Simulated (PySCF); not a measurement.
An unknown is described by computed data only.

Formula: C3H2FO2; charge -1.

* Rotational structure: rotational constants A, B, C: 10.875, 1.930, 1.640 GHz [PBE0-D3(BJ)/def2-SVP]
* Couplings: largest of the computed one-bond spin–spin couplings (means over like bonds): 19F–13C -335.8, 13C–1H +211.2, 13C–1H +155.9, 13C–13C +88.2, 13C–13C +56.5, 17O–13C +28.5 (×2) Hz [B3LYP/pcJ-1]
* 13C NMR: chemical shifts (computed TMS as zero) by class: 161.1 (1 C), 158.5 (1 C), 115.2 (1 C) ppm [GIAO KT2/pcSseg-2]
* 1H NMR: chemical shifts (computed TMS as zero) by class: 7.52 (1 H), 5.47 (1 H) ppm [GIAO KT2/pcSseg-2]
* XPS: C1s 285.7, C1s 288.1, C1s 288.2, O1s 530.8 (×2), F1s 688.8 eV [ΔSCF SCAN, pcX-2 on the ionised atom, pcseg-1 elsewhere, spin-free X2C]
* NMR, other nuclei: isotropic shieldings of nuclei other than C and H, by class: -9 (2 O), 314 (1 F) ppm [GIAO KT2/pcSseg-2]

Electronic properties: PySCF, gas phase, density fitting. Levels stand in brackets. Geometry: PBE0-D3(BJ)/def2-SVP; no solvent, vibrations or thermal averaging. The geometry's basis has no diffuse functions, a weakness for an anion. No diffuse functions stand in pcJ-1 and pcSseg-2, which bears on an anion's orbital energies. Each NMR value is the plain mean over a class of atoms that symmetry, rotation or inversion makes alike.

Question: Give a SMILES that accounts for the data.

Answer: Numbering: `[O:1]=[C:2]([O-:3])/[CH:4]=[CH:5]/[F:6]`. 3 carbons fall into 3 classes; from least to most shielded: vinylic C–F carbon [C5] (161.1 ppm), carboxylate carbon [C2] (158.5 ppm), alkene CH carbon [C4] (115.2 ppm). Hydrogen classes from least to most shielded: 1 H on a vinylic C–F carbon, C5 (7.52 ppm), 1 H on an alkene CH carbon, C4 (5.47 ppm). The other shieldings belong to: -9 ppm, carboxylate oxygen [O1/O3]; 314 ppm, vinyl fluorine [F6]. The couplings run between: -335.8 Hz, vinyl fluorine [F6] and vinylic C–F carbon [C5]; +211.2 Hz, vinylic C–F carbon [C5] and its hydrogen; +155.9 Hz, alkene CH carbon [C4] and its hydrogen; +88.2 Hz, alkene CH carbon [C4] and vinylic C–F carbon [C5]; +56.5 Hz, carboxylate carbon [C2] and alkene CH carbon [C4]; +28.5 Hz, carboxylate oxygen [O1] and carboxylate carbon [C2] (with 1 like pair). The core levels belong to: C1s 285.7 eV, alkene CH carbon [C4]; C1s 288.1 eV, vinylic C–F carbon [C5]; C1s 288.2 eV, carboxylate carbon [C2]; O1s 530.8 eV, carboxylate oxygen [O1/O3]; F1s 688.8 eV, vinyl fluorine [F6]. One atom of each topological class was ionised and stands for its class. The optimised geometry has point group Cs and is an asymmetric top. Structure: `O=C([O-])/C=C/F`. Computed isomers that give other values at the same levels: `C=C(F)C(=O)[O-]` (rotational constant A: 5.781 GHz; this holds for the one conformer computed). The assignments are read from this structure; whether some other isomer fits the data as well wasn't checked.

Conformer computed: `[O:1]=[C:2]([O-:3])/[CH:4]=[CH:5]/[F:6]`: O1–C2–C4–C5 -178°.
